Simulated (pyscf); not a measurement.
**Routes from HN=Si(Cl)–Cl + H₂**

Candidate steps break at most two bonds and form at most two. Each was searched with GFN2-xTB (tblite) first. Optimised with ωB97X-D3(BJ)/def2-SVP in PySCF. Energies: ωB97M-D3(BJ)/def2-TZVP, kcal/mol, from the separated reactants, singlet surface; ΔG‡ with ideal gas, 1 atm, RRHO with modes under 100 cm⁻¹ raised to 100, one conformer, R ln 2 for chiral ones without a mode under 150 cm⁻¹.

```csv
products,type,ΔE‡,ΔE,ΔG‡ 298 K,ΔG‡ 900 K,ν‡ (cm⁻¹)
H₂N–SiH(Cl)–Cl,addition across a multiple bond or ene-type step,16.5,-63.5,26.3,44.8,1021i
Cl–Si:–Cl [singlet] + NH₃,concerted two-bond exchange,54.8,-14.8,62.6,79.1,1325i
```

Row 2: On the product side the descent ends in an adduct with a N–Si contact, 26.0 kcal/mol under the separated species and 94.9 kcal/mol under the saddle at ωB97X-D3(BJ)/def2-TZVP. 

Plain bond fissions and candidates not yet searched are not listed, and one of them may be faster. Each barrier is that of the saddle found; lower ones may exist. A restricted solution here is unstable towards spin polarisation, so biradical character is likely and single-reference numbers are less safe.
